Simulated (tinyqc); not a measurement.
Inside a calculation (part 1 of 3). Method: UKS/B3LYP (VWN-RPA form) in the sto-3g basis, for H2O, spin multiplicity 3. Computed by tinyqc, a small Python program that keeps every step (integrals from PySCF). Settings: charge = 0, multiplicity = 3, basis = sto-3g, energy threshold = 1e-10, iteration cap = 58, orthogonalisation = symmetric, start = Wolfsberg-Helmholz matrix, DIIS depth = 6, DIIS from iteration = 2, method = UKS, functional = b3lyp, grid = [30, 50]. Command: `OMP_NUM_THREADS=1 python tinyqc.py 25486 25487 out.jsonl` (the two numbers bound the seeds that draw the settings). One thread of a shared host (Intel(R) Xeon(R) Processor @ 2.60GHz), about 3 s of CPU time with the checks. Later iterations appear only in the table of the cycle.

## One-electron integrals

Geometry (angstrom):
```
atom         x          y         z
O     0.000000   0.000000  0.000000
H     0.000000   1.161000  0.753000
H     0.000000  -1.208000  0.783000
```

Basis sto-3g: exponents (1/bohr^2) and contraction coefficients of normalised primitives:
```
element  l (shell)    exponent  coefficient
O            s (1)  130.709320     0.154329
O            s (1)   23.808861     0.535328
O            s (1)    6.443608     0.444635
O            s (2)    5.033151    -0.099967
O            s (2)    1.169596     0.399513
O            s (2)    0.380389     0.700115
O            p (3)    5.033151     0.155916
O            p (3)    1.169596     0.607684
O            p (3)    0.380389     0.391957
H            s (1)    3.425251     0.154329
H            s (1)    0.623914     0.535328
H            s (1)    0.168855     0.444635
```

Overlap, kinetic and nuclear-attraction integrals over the contracted functions; the nuclear repulsion is the sum of Za Zb / Rab.

nuclear repulsion = 6.22336352 hartree

overlap S, order 1O 1s, 1O 2s, 1O 2px, 1O 2py, 1O 2pz, 2H 1s, 3H 1s:
```
[[1.000000, 0.236704, 0.000000, 0.000000, 0.000000, 0.019896, 0.017571],
 [0.236704, 1.000000, 0.000000, 0.000000, 0.000000, 0.243849, 0.221332],
 [0.000000, 0.000000, 1.000000, 0.000000, 0.000000, 0.000000, 0.000000],
 [0.000000, 0.000000, 0.000000, 1.000000, 0.000000, 0.197394, -0.181771],
 [0.000000, 0.000000, 0.000000, 0.000000, 1.000000, 0.128025, 0.117820],
 [0.019896, 0.243849, 0.000000, 0.197394, 0.128025, 1.000000, 0.063032],
 [0.017571, 0.221332, 0.000000, -0.181771, 0.117820, 0.063032, 1.000000]]
```

kinetic energy T (hartree), order 1O 1s, 1O 2s, 1O 2px, 1O 2py, 1O 2pz, 2H 1s, 3H 1s:
```
[[29.003200, -0.168011, 0.000000, 0.000000, 0.000000, -0.006366, -0.005476],
 [-0.168011, 0.808128, 0.000000, 0.000000, 0.000000, 0.006001, -0.000750],
 [0.000000, 0.000000, 2.528731, 0.000000, 0.000000, 0.000000, 0.000000],
 [0.000000, 0.000000, 0.000000, 2.528731, 0.000000, 0.053662, -0.041303],
 [0.000000, 0.000000, 0.000000, 0.000000, 2.528731, 0.034804, 0.026772],
 [-0.006366, 0.006001, 0.000000, 0.053662, 0.034804, 0.760032, -0.011279],
 [-0.005476, -0.000750, 0.000000, -0.041303, 0.026772, -0.011279, 0.760032]]
```

nuclear attraction V (hartree), order 1O 1s, 1O 2s, 1O 2px, 1O 2py, 1O 2pz, 2H 1s, 3H 1s:
```
[[-61.368456, -7.360608, 0.000000, -0.000472, -0.007775, -0.632180, -0.558442],
 [-7.360608, -9.801540, 0.000000, -0.005802, -0.097698, -1.706328, -1.529198],
 [0.000000, 0.000000, -9.698106, 0.000000, 0.000000, 0.000000, 0.000000],
 [-0.000472, -0.005802, 0.000000, -9.763087, -0.002364, -1.191356, 1.076819],
 [-0.007775, -0.097698, 0.000000, -0.002364, -9.725425, -0.788282, -0.712871],
 [-0.632180, -1.706328, 0.000000, -1.191356, -0.788282, -4.488980, -0.322746],
 [-0.558442, -1.529198, 0.000000, 1.076819, -0.712871, -0.322746, -4.375318]]
```

core Hamiltonian H = T + V (hartree), order 1O 1s, 1O 2s, 1O 2px, 1O 2py, 1O 2pz, 2H 1s, 3H 1s:
```
[[-32.365256, -7.528619, 0.000000, -0.000472, -0.007775, -0.638546, -0.563917],
 [-7.528619, -8.993412, 0.000000, -0.005802, -0.097698, -1.700327, -1.529948],
 [0.000000, 0.000000, -7.169374, 0.000000, 0.000000, 0.000000, 0.000000],
 [-0.000472, -0.005802, 0.000000, -7.234356, -0.002364, -1.137694, 1.035516],
 [-0.007775, -0.097698, 0.000000, -0.002364, -7.196693, -0.753478, -0.686100],
 [-0.638546, -1.700327, 0.000000, -1.137694, -0.753478, -3.728949, -0.334025],
 [-0.563917, -1.529948, 0.000000, 1.035516, -0.686100, -0.334025, -3.615286]]
```

## Two-electron integrals

Functions are numbered as in S; the eight-fold symmetry (ij|kl) = (ji|kl) = (kl|ij) leaves the list below.

Two-electron integrals (ij|kl) in chemists' order, unique and non-zero (hartree):
```
(11|11) 4.785065    (21|11) 0.741380    (21|21) 0.136873    (22|11) 1.118947
(22|21) 0.256633    (22|22) 0.817206    (31|31) 0.024477    (32|31) 0.037809
(32|32) 0.180518    (33|11) 1.115814    (33|21) 0.256684    (33|22) 0.817023
(33|33) 0.880159    (41|41) 0.024477    (42|41) 0.037809    (42|42) 0.180518
(43|43) 0.047444    (44|11) 1.115814    (44|21) 0.256684    (44|22) 0.817023
(44|33) 0.785270    (44|44) 0.880159    (51|51) 0.024477    (52|51) 0.037809
(52|52) 0.180518    (53|53) 0.047444    (54|54) 0.047444    (55|11) 1.115814
(55|21) 0.256684    (55|22) 0.817023    (55|33) 0.785270    (55|44) 0.785270
(55|55) 0.880159    (61|11) 0.062963    (61|21) 0.011540    (61|22) 0.021550
(61|33) 0.021513    (61|41) 0.000415    (61|42) 0.000790    (61|44) 0.021594
(61|51) 0.000269    (61|52) 0.000512    (61|54) 0.000053    (61|55) 0.021547
(61|61) 0.000984    (62|11) 0.183365    (62|21) 0.042717    (62|22) 0.154639
(62|33) 0.151874    (62|41) 0.002642    (62|42) 0.021972    (62|44) 0.157601
(62|51) 0.001714    (62|52) 0.014251    (62|54) 0.003715    (62|55) 0.154283
(62|61) 0.003676    (62|62) 0.039270    (63|31) 0.004080    (63|32) 0.025142
(63|43) 0.004330    (63|53) 0.002808    (63|63) 0.005083    (64|11) 0.122252
(64|21) 0.028811    (64|22) 0.111496    (64|33) 0.106744    (64|41) 0.005594
(64|42) 0.039651    (64|44) 0.119252    (64|51) 0.000982    (64|52) 0.009410
(64|54) 0.005304    (64|55) 0.108363    (64|61) 0.002563    (64|62) 0.034522
(64|64) 0.035130    (65|11) 0.079290    (65|21) 0.018686    (65|22) 0.072314
(65|33) 0.069232    (65|41) 0.000982    (65|42) 0.009410    (65|44) 0.071728
(65|51) 0.004717    (65|52) 0.031245    (65|54) 0.005949    (65|55) 0.075899
(65|61) 0.001662    (65|62) 0.022390    (65|64) 0.019488    (65|65) 0.017723
(66|11) 0.379778    (66|21) 0.089834    (66|22) 0.374950    (66|33) 0.362391
(66|41) 0.005922    (66|42) 0.070261    (66|44) 0.388667    (66|51) 0.003841
(66|52) 0.045570    (66|54) 0.017042    (66|55) 0.373444    (66|61) 0.007752
(66|62) 0.131271    (66|64) 0.132387    (66|65) 0.085863    (66|66) 0.774606
(71|11) 0.055618    (71|21) 0.010193    (71|22) 0.019032    (71|33) 0.019001
(71|41) -0.000362   (71|42) -0.000690   (71|44) 0.019069    (71|51) 0.000235
(71|52) 0.000447    (71|54) -0.000045   (71|55) 0.019029    (71|61) 0.000856
(71|62) 0.003139    (71|64) 0.002044    (71|65) 0.001422    (71|66) 0.006598
(71|71) 0.000767    (72|11) 0.164428    (72|21) 0.038314    (72|22) 0.139044
(72|33) 0.136572    (72|41) -0.002359   (72|42) -0.019787   (72|44) 0.141695
(72|51) 0.001529    (72|52) 0.012826    (72|54) -0.003320   (72|55) 0.138724
(72|61) 0.003188    (72|62) 0.026446    (72|64) 0.016558    (72|65) 0.014616
(72|66) 0.068822    (72|71) 0.002910    (72|72) 0.032046    (73|31) 0.003631
(73|32) 0.022486    (73|43) -0.003884   (73|53) 0.002518    (73|63) 0.003231
(73|73) 0.004116    (74|11) -0.110729   (74|21) -0.026099   (74|22) -0.101286
(74|33) -0.097019   (74|41) 0.004982    (74|42) 0.035577    (74|44) -0.108248
(74|51) -0.000876   (74|52) -0.008485   (74|54) 0.004761    (74|55) -0.098473
(74|61) -0.002098   (74|62) -0.016794   (74|64) -0.007700   (74|65) -0.009147
(74|66) -0.042618   (74|71) -0.002047   (74|72) -0.028476   (74|74) 0.029173
(75|11) 0.071772    (75|21) 0.016917    (75|22) 0.065651    (75|33) 0.062886
(75|41) -0.000876   (75|42) -0.008485   (75|44) 0.065129    (75|51) 0.004198
(75|52) 0.027986    (75|54) -0.005338   (75|55) 0.068863    (75|61) 0.001458
(75|62) 0.014729    (75|64) 0.009113    (75|65) 0.011243    (75|66) 0.041339
(75|71) 0.001327    (75|72) 0.018457    (75|74) -0.016241   (75|75) 0.014644
(76|11) 0.032620    (76|21) 0.007672    (76|22) 0.030296    (76|33) 0.029653
(76|41) -0.000005   (76|42) -0.000070   (76|44) 0.030255    (76|51) 0.000485
(76|52) 0.004901    (76|54) -0.000012   (76|55) 0.030947    (76|61) 0.000652
(76|62) 0.007539    (76|64) 0.005844    (76|65) 0.004889    (76|66) 0.026818
(76|71) 0.000576    (76|72) 0.006877    (76|74) -0.005435   (76|75) 0.004504
(76|76) 0.001944    (77|11) 0.365592    (77|21) 0.086490    (77|22) 0.361793
(77|33) 0.350168    (77|41) -0.005521   (77|42) -0.066158   (77|44) 0.374513
(77|51) 0.003579    (77|52) 0.042882    (77|54) -0.015780   (77|55) 0.360396
(77|61) 0.007195    (77|62) 0.073992    (77|64) 0.045393    (77|65) 0.043959
(77|66) 0.223177    (77|71) 0.006584    (77|72) 0.116077    (77|74) -0.118562
(77|75) 0.076849    (77|76) 0.026818    (77|77) 0.774606
```

## Orthogonalisation

S = U s U^T; symmetric (Loewdin) form X = U s^(-1/2) U^T, so that X^T S X = 1.

eigenvalues of S: [0.600835, 0.700178, 0.901201, 1.000000, 1.092245, 1.237711, 1.467830]

X, order 1O 1s, 1O 2s, 1O 2px, 1O 2py, 1O 2pz, 2H 1s, 3H 1s:
```
[[1.022658, -0.128152, 0.000000, -0.000396, -0.002800, 0.013172, 0.011947],
 [-0.128152, 1.067106, 0.000000, 0.003590, 0.023256, -0.131241, -0.116884],
 [0.000000, 0.000000, 1.000000, 0.000000, 0.000000, 0.000000, 0.000000],
 [-0.000396, 0.003590, 0.000000, 1.030227, 0.001717, -0.109408, 0.099909],
 [-0.002800, 0.023256, 0.000000, 0.001717, 1.011969, -0.067395, -0.060888],
 [0.013172, -0.131241, 0.000000, -0.109408, -0.067395, 1.048063, -0.021259],
 [0.011947, -0.116884, 0.000000, 0.099909, -0.060888, -0.021259, 1.039634]]
```

## Starting guess

The start is the generalised Wolfsberg-Helmholz matrix (K = 1.75) built on H; D(s) = C_occ C_occ^T for each spin.

D(alpha) at the start, order 1O 1s, 1O 2s, 1O 2px, 1O 2py, 1O 2pz, 2H 1s, 3H 1s:
```
[[1.046042, -0.196379, 0.000000, 0.007564, 0.022319, -0.059421, -0.039465],
 [-0.196379, 0.849804, 0.000000, -0.030722, -0.082503, 0.188329, 0.110194],
 [0.000000, 0.000000, 1.000000, 0.000000, 0.000000, 0.000000, 0.000000],
 [0.007564, -0.030722, 0.000000, 1.078339, -0.013047, -0.173200, 0.251990],
 [0.022319, -0.082503, 0.000000, -0.013047, 0.968559, 0.063313, 0.029621],
 [-0.059421, 0.188329, 0.000000, -0.173200, 0.063313, 0.484969, -0.529795],
 [-0.039465, 0.110194, 0.000000, 0.251990, 0.029621, -0.529795, 0.731961]]
```

D(beta) at the start, order 1O 1s, 1O 2s, 1O 2px, 1O 2py, 1O 2pz, 2H 1s, 3H 1s:
```
[[1.045956, -0.196007, 0.000000, 0.003622, 0.022491, -0.053295, -0.047191],
 [-0.196007, 0.848204, 0.000000, -0.013735, -0.083245, 0.161930, 0.143491],
 [0.000000, 0.000000, 0.000000, 0.000000, 0.000000, 0.000000, 0.000000],
 [0.003622, -0.013735, 0.000000, 0.897981, -0.005170, 0.107093, -0.101538],
 [0.022491, -0.083245, 0.000000, -0.005170, 0.968215, 0.051071, 0.045062],
 [-0.053295, 0.161930, 0.000000, 0.107093, 0.051071, 0.049366, 0.019621],
 [-0.047191, 0.143491, 0.000000, -0.101538, 0.045062, 0.019621, 0.038996]]
```

## Iteration 1: exchange-correlation on the grid

Becke grid with 30 radial and 50 angular points per atom, points of zero weight dropped. rho = sum D_ij phi_i phi_j; V_xc,ij = sum w v_xc phi_i phi_j plus the gradient terms; v_xc is d(rho eps)/d rho(s) for spin s at fixed gradient. Exact exchange is left to K.

The 12 grid points with the largest w rho, of 4492 (bohr, atomic units):
```
x                  y          z         w  rho(alpha)  rho(beta)     eps_xc  v_xc(alpha)
0.000000   -0.704702  -0.704702  0.056394    0.285003   0.269535  -0.556761    -0.691527
0.000000    0.704702  -0.704702  0.056389    0.281701   0.267693  -0.555131    -0.689145
0.000000   -0.856645  -0.856645  0.095706    0.163319   0.155154  -0.482035    -0.573126
0.000000    0.856645  -0.856645  0.095681    0.161763   0.154237  -0.480856    -0.571530
0.000000   -0.704702   0.704702  0.054540    0.265381   0.256908  -0.545690    -0.676939
0.000000    0.704702   0.704702  0.053869    0.258504   0.253956  -0.541752    -0.672433
-0.300486  -0.300486  -0.901457  0.050406    0.280489   0.258766  -0.552638    -0.687233
0.300486   -0.300486  -0.901457  0.050406    0.280489   0.258766  -0.552638    -0.687233
-0.300486   0.300486  -0.901457  0.050406    0.279510   0.258152  -0.552126    -0.686513
0.300486    0.300486  -0.901457  0.050406    0.279510   0.258152  -0.552126    -0.686513
0.300486   -0.901457  -0.300486  0.050224    0.285055   0.243516  -0.549670    -0.688618
-0.300486  -0.901457  -0.300486  0.050224    0.285055   0.243516  -0.549670    -0.688618
```

electrons on the grid, sum of w rho = 9.999511

E_xc = sum of w rho eps_xc = -7.69156368 hartree

V_xc(alpha) (hartree), order 1O 1s, 1O 2s, 1O 2px, 1O 2py, 1O 2pz, 2H 1s, 3H 1s:
```
[[-2.506747, -0.352337, 0.000000, 0.000257, 0.000818, -0.030122, -0.026623],
 [-0.352337, -0.674782, 0.000000, 0.001483, 0.004141, -0.117858, -0.106744],
 [0.000000, 0.000000, -0.663340, 0.000000, 0.000000, 0.000000, 0.000000],
 [0.000257, 0.001483, 0.000000, -0.676802, 0.000337, -0.084588, 0.078456],
 [0.000818, 0.004141, 0.000000, 0.000337, -0.670717, -0.054567, -0.050443],
 [-0.030122, -0.117858, 0.000000, -0.084588, -0.054567, -0.352209, -0.021085],
 [-0.026623, -0.106744, 0.000000, 0.078456, -0.050443, -0.021085, -0.379806]]
```

V_xc(beta) (hartree), order 1O 1s, 1O 2s, 1O 2px, 1O 2py, 1O 2pz, 2H 1s, 3H 1s:
```
[[-2.494399, -0.342155, 0.000000, 0.000158, 0.000873, -0.029322, -0.025909],
 [-0.342155, -0.621360, 0.000000, 0.000960, 0.003982, -0.109026, -0.098056],
 [0.000000, 0.000000, -0.555635, 0.000000, 0.000000, 0.000000, 0.000000],
 [0.000158, 0.000960, 0.000000, -0.646719, 0.000136, -0.078369, 0.071488],
 [0.000873, 0.003982, 0.000000, 0.000136, -0.647698, -0.050691, -0.046101],
 [-0.029322, -0.109026, 0.000000, -0.078369, -0.050691, -0.270714, -0.019116],
 [-0.025909, -0.098056, 0.000000, 0.071488, -0.046101, -0.019116, -0.273611]]
```

## Iteration 1: building the Kohn-Sham matrix

J_ij = sum D_kl (ij|kl) with D = D(alpha) + D(beta), K_ij = sum D_kl (ik|jl) for each spin; F = H + J - 0.2 K(s) + V_xc; E = tr D H + tr D J / 2 - 0.1 sum_s tr D(s) K(s) + E_xc + E_nn.

Coulomb J (hartree), order 1O 1s, 1O 2s, 1O 2px, 1O 2py, 1O 2pz, 2H 1s, 3H 1s:
```
[[17.429537, 3.287418, 0.000000, -0.002425, -0.002836, 0.277440, 0.245141],
 [3.287418, 8.141380, 0.000000, -0.016953, 0.019784, 1.524965, 1.381162],
 [0.000000, 0.000000, 8.055961, 0.000000, 0.000000, 0.000000, 0.000000],
 [-0.002425, -0.016953, 0.000000, 8.183252, -0.002567, 1.098420, -1.014048],
 [-0.002836, 0.019784, 0.000000, -0.002567, 8.161855, 0.718688, 0.659882],
 [0.277440, 1.524965, 0.000000, 1.098420, 0.718688, 3.871033, 0.302399],
 [0.245141, 1.381162, 0.000000, -1.014048, 0.659882, 0.302399, 3.868937]]
```

exchange K(alpha) (hartree), order 1O 1s, 1O 2s, 1O 2px, 1O 2py, 1O 2pz, 2H 1s, 3H 1s:
```
[[4.899669, 0.861534, 0.000000, 0.000458, 0.001304, 0.073243, 0.064850],
 [0.861534, 1.367117, 0.000000, -0.010359, -0.032460, 0.315596, 0.280992],
 [0.000000, 0.000000, 1.154189, 0.000000, 0.000000, 0.000000, 0.000000],
 [0.000458, -0.010359, 0.000000, 1.180024, -0.003225, 0.180685, -0.162419],
 [0.001304, -0.032460, 0.000000, -0.003225, 1.148636, 0.134374, 0.123953],
 [0.073243, 0.315596, 0.000000, 0.180685, 0.134374, 0.453925, -0.017681],
 [0.064850, 0.280992, 0.000000, -0.162419, 0.123953, -0.017681, 0.590152]]
```

exchange K(beta) (hartree), order 1O 1s, 1O 2s, 1O 2px, 1O 2py, 1O 2pz, 2H 1s, 3H 1s:
```
[[4.871139, 0.818844, 0.000000, 0.000267, 0.001876, 0.070007, 0.061883],
 [0.818844, 1.169977, 0.000000, -0.004876, -0.031104, 0.279765, 0.250874],
 [0.000000, 0.000000, 0.269024, 0.000000, 0.000000, 0.000000, 0.000000],
 [0.000267, -0.004876, 0.000000, 1.073250, -0.001073, 0.191511, -0.174449],
 [0.001876, -0.031104, 0.000000, -0.001073, 1.094140, 0.118185, 0.106170],
 [0.070007, 0.279765, 0.000000, 0.191511, 0.118185, 0.196355, 0.050236],
 [0.061883, 0.250874, 0.000000, -0.174449, 0.106170, 0.050236, 0.161650]]
```

F(alpha) (hartree), order 1O 1s, 1O 2s, 1O 2px, 1O 2py, 1O 2pz, 2H 1s, 3H 1s:
```
[[-18.422399, -4.765844, 0.000000, -0.002732, -0.010053, -0.405877, -0.358370],
 [-4.765844, -1.800237, 0.000000, -0.019200, -0.067281, -0.356339, -0.311728],
 [0.000000, 0.000000, -0.007591, 0.000000, 0.000000, 0.000000, 0.000000],
 [-0.002732, -0.019200, 0.000000, 0.036089, -0.003950, -0.160000, 0.132407],
 [-0.010053, -0.067281, 0.000000, -0.003950, 0.064717, -0.116232, -0.101451],
 [-0.405877, -0.356339, 0.000000, -0.160000, -0.116232, -0.300910, -0.049174],
 [-0.358370, -0.311728, 0.000000, 0.132407, -0.101451, -0.049174, -0.244185]]
```

F(beta) (hartree), order 1O 1s, 1O 2s, 1O 2px, 1O 2py, 1O 2pz, 2H 1s, 3H 1s:
```
[[-18.404345, -4.747124, 0.000000, -0.002792, -0.010113, -0.404430, -0.357062],
 [-4.747124, -1.707387, 0.000000, -0.020820, -0.067711, -0.340341, -0.297016],
 [0.000000, 0.000000, 0.277147, 0.000000, 0.000000, 0.000000, 0.000000],
 [-0.002792, -0.020820, 0.000000, 0.087526, -0.004581, -0.155945, 0.127846],
 [-0.010113, -0.067711, 0.000000, -0.004581, 0.098635, -0.109118, -0.093553],
 [-0.404430, -0.340341, 0.000000, -0.155945, -0.109118, -0.167900, -0.060788],
 [-0.357062, -0.297016, 0.000000, 0.127846, -0.093553, -0.060788, -0.052290]]
```

total energy of this density = -74.73781640 hartree
